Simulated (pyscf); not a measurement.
PySCF, gas phase, ωB97X-D3(BJ)/def2-SVP geometries.

Problem. PBE/def2-TZVP puts the barrier of H₃Si–PH–SiH₃ + silane (SiH₄) → H₃Si–P(SiH₃)–SiH₃ + hydrogen (H₂) (four-centre exchange; singlet surface; H–P, H–Si broken, P–Si, H–H formed) at 2.20 eV and the reaction energy at -0.15 eV, from the separated reactants. What do r²SCAN/def2-TZVP, PBE0-D3(BJ)/def2-TZVP, ωB97M-D3(BJ)/def2-TZVP give on the same structures?

Solution. r²SCAN: ΔE‡ = 2.35 eV, ΔE = -0.19 eV; PBE0-D3(BJ): ΔE‡ = 2.31 eV, ΔE = -0.23 eV; ωB97M-D3(BJ): ΔE‡ = 2.70 eV, ΔE = -0.12 eV. PBE's barrier lies under all of them, by 0.11 to 0.50 eV. Its reaction energy lies among theirs. Low barriers are usual for a GGA, whose delocalisation error favours stretched bonds. This is the saddle that the search found; another between the same sides may lie lower.
